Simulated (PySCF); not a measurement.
Structure with atom numbers: `[CH3:1][CH2:2][CH2:3][Cl:4]` (H(Xn): hydrogen on atom n).

GIAO PBE0/pcSseg-1 shifts (PySCF 2.14, gas phase, non-relativistic, equivalent atoms averaged), each against references optimised in the same way as the molecule (TMS, HCl).

On the GFN2-xTB geometry: C3 51.9, C2 32.2, C1 14.2, Cl4 96, H(C3) 3.38, H(C2) 1.74, H(C1) 0.98 ppm.

**Question.** What changes on the PBE0-D3(BJ)/def2-SVP geometry?

**Answer.** 
| atoms | δ (ppm) | change |
| --- | --- | --- |
| C3 | 52.6 | +0.7 |
| C2 | 28.4 | -3.8 |
| C1 | 12.6 | -1.6 |
| Cl4 | 67 | -29 |
| H(C3) | 3.40 | +0.02 |
| H(C2) | 1.52 | -0.22 |
| H(C1) | 1.09 | +0.11 |

Bonds between heavy atoms that differ most (equivalent bonds averaged): C3–Cl4 1.785 → 1.794 Å, C1–C2 1.525 → 1.519 Å, C2–C3 1.519 → 1.514 Å. Mean change of bonds to hydrogen: C–H +0.012 Å. The two structures also differ in conformation, which adds to the changes.
